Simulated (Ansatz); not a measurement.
A CCSD(T) single point on `CNC(O)(O)F`.

```yaml
crystal:
  periodic: [false, false, false]
  atoms:
    - {symbol: C, position_ang: [0.257265, -1.251817, 0.972928]}
    - {symbol: N, position_ang: [0.697953, -0.324749, -0.052288]}
    - {symbol: C, position_ang: [-0.194477, 0.718200, -0.362531]}
    - {symbol: O, position_ang: [-1.353891, 0.259523, -0.955750]}
    - {symbol: O, position_ang: [0.494300, 1.620485, -1.134726]}
    - {symbol: F, position_ang: [-0.664389, 1.381715, 0.758937]}
    - {symbol: H, position_ang: [0.974597, -2.070567, 1.036194]}
    - {symbol: H, position_ang: [-0.708385, -1.671360, 0.689623]}
    - {symbol: H, position_ang: [0.152029, -0.792862, 1.962314]}
    - {symbol: H, position_ang: [1.612494, 0.061587, 0.135918]}
    - {symbol: H, position_ang: [-1.074883, -0.320831, -1.671796]}
    - {symbol: H, position_ang: [-0.115610, 2.335476, -1.344922]}
basis:
  gaussian: {orbitals: def2-TZVPP}
correlation: {method: ccsd_t}
output: {orbitals: {seedname: orbitals}}
```

```sh
$ ansatz run in.yaml --threads 4 --pin off --events-out ev --progress --plain --max-ram 10444MiB
```

The program prints (abridged):

```
Functional definition: HF
  name "HF"
  cite "Fock, Z. Phys. 61, 126 (1930) doi:10.1007/BF01340294"
  parent pbe
  exchange = exact_x
  correlation = 0
1679 factors; integrals over basis functions are off by at most 9.1e-4 eV
mean field evaluation 1: about -10417.1324 eV, gradient 5.2e1 eV
mean field evaluation 2: about -10417.4423 eV, gradient 5.3e1 eV
mean field evaluation 4: about -10422.5292 eV, gradient 4.0e0 eV
mean field evaluation 8: about -10422.5902 eV, gradient 3.1e-1 eV
mean field -10422.59057184 eV, -383.0231388294 hartree, gradient 2.2e-6 eV, S^2 0.000000; 0 other end points of the search recorded, 0 dependent functions left out
6 core orbitals not correlated: weight in the atoms' cores, before any rotation towards them, 1.000 or more for the frozen orbitals, at most 0.000 for the correlated occupied ones
reference -10422.59057184 eV, -383.0231388294 hartree; 19, 19 occupied and 245, 245 virtual orbitals, 1679 factors
second order -34.71482385 eV of doubles, -0.00000000 eV of singles
cycle   1  -34.52971795 eV  change    1.9e-1 eV  update   1.1e-1
cycle   2  -35.25453998 eV  change   -7.2e-1 eV  update   3.0e-2
cycle   3  -35.40638372 eV  change   -1.5e-1 eV  update   1.4e-2
cycle   4  -35.39034202 eV  change    1.6e-2 eV  update   2.9e-3
cycle   5  -35.38950660 eV  change    8.4e-4 eV  update   1.2e-3
cycle   6  -35.39040510 eV  change   -9.0e-4 eV  update   3.8e-4
cycle   7  -35.39019524 eV  change    2.1e-4 eV  update   1.4e-4
cycle   8  -35.39008382 eV  change    1.1e-4 eV  update   4.4e-5
cycle   9  -35.39008791 eV  change   -4.1e-6 eV  update   1.6e-5
perturbative correction -1.29373536 eV, -0.0475438975 hartree
Total energy: -10459.27439511 eV, -384.3712444696 hartree
```

It took 5.6 min on 4 threads of an Arm Neoverse V2 on a shared host, with 8 GiB of host memory at the peak.

MP2 recovers 94.6 % of the CCSD(T) correlation energy and the triples give 3.5 %; T1 = 0.0108.
